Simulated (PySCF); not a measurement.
**Computed NMR parameters against published values**

Geometry (Å), atoms numbered from 1 in this order:
```xyz
8

F     1.2607   -1.2585    0.0121
C     0.8027    0.0200    0.0103
C    -0.7276    0.0318   -0.0150
F    -1.2644   -0.5671    1.0481
F    -1.2284   -0.5552   -1.1020
F    -1.1653    1.3008   -0.0148
H     1.1808    0.5226   -0.8861
H     1.1506    0.5151    0.9229
```

The experiment to reproduce: δ $^{19}$F F1 -241.0 ppm (measured; Wikipedia, Fluorine-19 nuclear magnetic resonance spectroscopy). Coupling constants: $^{2}J$(F1,H7) 45.9 Hz, $^{3}J$(F4,H7) 7.9 Hz, $^{3}J$(F4,F1) -16.1 Hz.

[PySCF 2.14.0 with density-fitted response routines: structure optimised with GFN2-xTB; J couplings at B3LYP/pcJ-1; shielding tensors at PBE0/pcSseg-1 (GIAO); a single conformation; averaged over atoms made equivalent by symmetry, fast rotation or ring inversion; non-relativistic; no solvent model]

Problem. What does the calculation give, and how does it compare?

Solution. 
Reference values: measured (Wikipedia, Fluorine-19 nuclear magnetic resonance spectroscopy).
| atoms | quantity | reference | computed | computed, scaled |
| --- | --- | --- | --- | --- |
| F1 | δ $^{19}$F vs CFCl3 | -241.0 | -269.6 | -237.0 |

Computed shifts are σ(ref) − σ with the named reference compound (TMS for H and C) calculated as an isolated molecule at the same level. The measured values may be among those fitted. Shieldings were converted by a linear fit to measured shifts: $^{19}$F: δ = 146.13 − 0.903σ +14.6 on sp3 carbon (rms 6.0 ppm, 223 shifts, 7.0 ppm with the 5 outliers that the fit left out vs CFCl3, solution or neat liquid). A few per cent of atoms miss by over 2 rms, more outside the fitted compound classes.

Coupling constants in Hz:
| coupling | reference | computed | source |
| --- | --- | --- | --- |
| $^{2}J$(F1,H7) | 45.9 | 52.1 | measured; solution; Gryff-Keller and Szczecinski, RSC Adv. 2016, 6, 82783 |
| $^{3}J$(F4,H7) | 7.9 | 7.7 | measured; solution; Gryff-Keller and Szczecinski, RSC Adv. 2016, 6, 82783 |
| $^{3}J$(F4,F1) | -16.1 | -22.5 | measured; solution; Gryff-Keller and Szczecinski, RSC Adv. 2016, 6, 82783 |

4 of the 6 published NMR values on file for this molecule are compared. The rest: values whose atom or origin is in doubt.
